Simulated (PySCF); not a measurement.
Compound: 1,1,2-trichloroethane, C2H3Cl3.
Structure used (PBE0-D3(BJ)/def2-SVP), in Å, numbered top down from 1:
```xyz
8
C2H3Cl3 angstrom
Cl     2.124   -0.517    0.024
C      0.629    0.377   -0.319
C     -0.568   -0.275    0.338
Cl    -0.878   -1.890   -0.319
Cl    -1.975    0.793    0.107
H      0.483    0.419   -1.407
H      0.741    1.396    0.074
H     -0.418   -0.388    1.419
```

Level: CAM-B3LYP/def2-SVPD in PySCF, non-relativistic, on one gas-phase PBE0-D3(BJ)/def2-SVP geometry that isn't relaxed in the solvent. The solvent is an IEF-PCM continuum (van der Waals radii × 1.2), and excitations are vertical TDDFT with non-equilibrium linear response and a frozen core. Specific hydrogen bonds and non-electrostatic terms are outside this model.

Gas-phase singlets (H = HOMO, L = LUMO):

| state | E (eV) | λ (nm) | f | leading configurations |
| --- | --- | --- | --- | --- |
| S1 | 7.106 | 174 | 0.007 | H→L 54%, H-3→L 10%, H-1→L 8% |
| S2 | 7.156 | 173 | 0.010 | H-2→L 61% |
| S3 | 7.346 | 169 | 0.003 | H→L+1 35%, H-2→L+1 11%, H-1→L 8% |
| S4 | 7.384 | 168 | 0.006 | H-1→L+1 36%, H-4→L 15%, H-1→L 11% |
| S5 | 7.496 | 165 | 0.004 | H-4→L 24%, H-2→L+1 14%, H→L+1 13% |

Problem. Give the list for methanol (ε = 32.61), n² = 1.77.

Solution. 
| state | E (eV) | λ (nm) | f | leading configurations | change by rank (eV) |
| --- | --- | --- | --- | --- | --- |
| S1 | 7.128 | 174 | 0.004 | H→L 50%, H-3→L 11%, H-2→L 8% | +0.022 |
| S2 | 7.221 | 172 | 0.019 | H-2→L 58%, H→L 10% | +0.065 |
| S3 | 7.404 | 167 | 0.004 | H-1→L+1 30%, H-1→L 26% | +0.058 |
| S4 | 7.428 | 167 | 0.008 | H→L+1 38%, H-4→L 19%, H-1→L+1 9% | +0.044 |
| S5 | 7.576 | 164 | 0.008 | H-4→L 20%, H-2→L+1 14%, H→L+1 11% | +0.080 |

Problem. What are the lowest 5 singlets in dimethylsulfoxide (ε = 46.83)?

Solution. 
| state | E (eV) | λ (nm) | f | leading configurations | change by rank (eV) |
| --- | --- | --- | --- | --- | --- |
| S1 | 7.125 | 174 | 0.004 | H→L 50%, H-3→L 11%, H-2→L 8% | +0.019 |
| S2 | 7.218 | 172 | 0.021 | H-2→L 59%, H→L 10% | +0.062 |
| S3 | 7.402 | 168 | 0.004 | H-1→L+1 31%, H-1→L 27% | +0.056 |
| S4 | 7.426 | 167 | 0.008 | H→L+1 39%, H-4→L 19%, H-1→L+1 8% | +0.042 |
| S5 | 7.575 | 164 | 0.009 | H-4→L 20%, H-2→L+1 14%, H-3→L 11% | +0.079 |

Problem. The ground-state energy changes by -0.196 eV from gas to dimethylsulfoxide. By how much does the total energy of gas-phase S2 change?

Solution. E(S2) = E(S0) + excitation energy, so it changes by -0.196 + 0.062 = -0.134 eV: it is lowered less than the ground state, which is what a blue shift means. This is the vertical state, with the slow part of the continuum still set for S0.

Problem. How do the frontier levels move from gas to dimethylsulfoxide?

Solution. 
| orbital | gas (eV) | solvent (eV) | change (eV) |
| --- | --- | --- | --- |
| LUMO+2 | 1.22 | 1.47 | +0.25 |
| LUMO+1 | 0.86 | 1.01 | +0.15 |
| LUMO | 0.59 | 0.73 | +0.14 |
| HOMO | -10.25 | -10.18 | +0.07 |
| HOMO-1 | -10.40 | -10.28 | +0.12 |
| HOMO-2 | -10.50 | -10.41 | +0.09 |
| HOMO-3 | -10.82 | -10.74 | +0.08 |

The HOMO–LUMO gap goes from 10.85 to 10.91 eV.

On one thread of an Intel Xeon Platinum 8259CL at 2.50 GHz, no GPU, on a shared host, this took 16 s wall and 0.71 GiB of memory at its peak. This is the whole response run at CAM-B3LYP/def2-SVPD in dimethylsulfoxide, SCF included.
